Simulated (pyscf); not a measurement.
Single points on ωB97X-D3(BJ)/def2-SVP structures (PySCF, gas phase).

Q: PBE/def2-TZVP puts the barrier of HO–Ge(Cl)(Cl)–Cl (SMILES [OH][Ge]([Cl])([Cl])[Cl]) + H₂ (SMILES [H][H]) → Cl–GeH(Cl)–Cl (SMILES [Cl][GeH]([Cl])[Cl]) + H₂O (SMILES O) (four-centre exchange; singlet surface; Ge–O, H–H broken, Ge–H, H–O formed) at 40.4 kcal/mol and the reaction energy at +3.3 kcal/mol, from the separated reactants. What do r²SCAN/def2-TZVP, PBE0-D3(BJ)/def2-TZVP, ωB97M-D3(BJ)/def2-TZVP give on the same structures?

A: r²SCAN: ΔE‡ = 43.6 kcal/mol, ΔE = +5.8 kcal/mol; PBE0-D3(BJ): ΔE‡ = 42.8 kcal/mol, ΔE = +3.1 kcal/mol; ωB97M-D3(BJ): ΔE‡ = 46.2 kcal/mol, ΔE = +3.6 kcal/mol. PBE's barrier lies under all of them, by 2.3 to 5.8 kcal/mol. Its reaction energy matches one of them and lies within 2.5 kcal/mol of the others. On the product side the descent ends in a complex (not fully relaxed), 5.7 kcal/mol under the separated species and 47.9 kcal/mol under the saddle at ωB97X-D3(BJ)/def2-TZVP. This is the saddle that the search found; another between the same sides may lie lower. Elements up to Kr have no core potential and no relativistic terms here.
